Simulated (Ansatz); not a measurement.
**C5H5F: structure from calculated spectroscopic constants**

These gas-phase data were calculated for one isomer of C5H5F at PBE0-D3(BJ)/def2-SVP (harmonic, unscaled wavenumbers; equilibrium rotational constants with average atomic masses):

| Item | Value |
| --- | --- |
| rotational constants | 6.746, 2.533, 2.028 GHz |
| all wavenumbers above 1500 cm⁻¹ | 3488, 3286, 3202, 3178, 3034, 2251, 1748 |

Candidates:

(1) `C#C[C@@H](F)C=C`, a singlet
(2) `C=CCC#CF`, a singlet

Q: Which candidate do the data belong to?

A: Candidate (1). The band at 3488 cm⁻¹ lies where the ≡C–H stretch is expected; (2) has no mode between 3300 and 3560 cm⁻¹.

The same quantities for all candidates:

```tsv
	rotational constants (GHz)	wavenumbers above 1500 cm⁻¹	E above the lowest, PBE0-D3(BJ)/def2-SVP (kcal/mol)
(1)	6.746, 2.533, 2.028	3488, 3286, 3202, 3178, 3034, 2251, 1748	0.0
(2)	9.358, 1.705, 1.455	3272, 3182, 3165, 3078, 3040, 2480, 1747	7.5
```

Harmonic stretches to hydrogen usually lie a few per cent above observed fundamentals. Each candidate is one conformer. Programs: Ansatz 0.2.0.
